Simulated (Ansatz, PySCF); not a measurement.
This PySCF input computes a CCSD(T)/cc-pVDZ energy:

```python
from pyscf import gto, scf, mp, cc as ccmod

mol = gto.M(
    atom='''
    C    -0.00121882   -0.00583875    0.66227812
    C     0.00121882    0.00583875   -0.66227812
    H     0.01665750    0.91035156    1.24013365
    H    -0.02119201   -0.93207417    1.22382087
    H     0.02119201    0.93207417   -1.22382087
    H    -0.01665750   -0.91035156   -1.24013365
    ''',
    basis='cc-pvdz',
    charge=0,
    spin=0,
    verbose=4,
)

mf = scf.RHF(mol)
mf.conv_tol = 1e-10
mf.max_cycle = 100
mf.kernel()
mp2 = mp.MP2(mf, frozen=2).run()
cc = ccmod.CCSD(mf, frozen=2)
cc.max_cycle = 100
cc.kernel()
et = cc.ccsd_t()
print(f'E(CCSD(T)) = {cc.e_tot + et:.9f}')
```

Problem. Write an input for the same energy in Ansatz (an electronic-structure program) and say what it gives.

Solution. 
Ansatz 0.2 input:
```yaml
crystal:
  periodic: [false, false, false]
  atoms:
    - {symbol: C, position_ang: [-0.00121882, -0.00583875, 0.66227812]}
    - {symbol: C, position_ang: [0.00121882, 0.00583875, -0.66227812]}
    - {symbol: H, position_ang: [0.01665750, 0.91035156, 1.24013365]}
    - {symbol: H, position_ang: [-0.02119201, -0.93207417, 1.22382087]}
    - {symbol: H, position_ang: [0.02119201, 0.93207417, -1.22382087]}
    - {symbol: H, position_ang: [-0.01665750, -0.91035156, -1.24013365]}
basis:
  gaussian:
    orbitals: cc-pVDZ
magnetization: {spin_polarized: false}
correlation: {method: ccsd_t, electrons: outside_noble_gas}
```
It gives -78.35426 Eh, and PySCF -78.35426 Eh, a difference of 0.00 mEh.
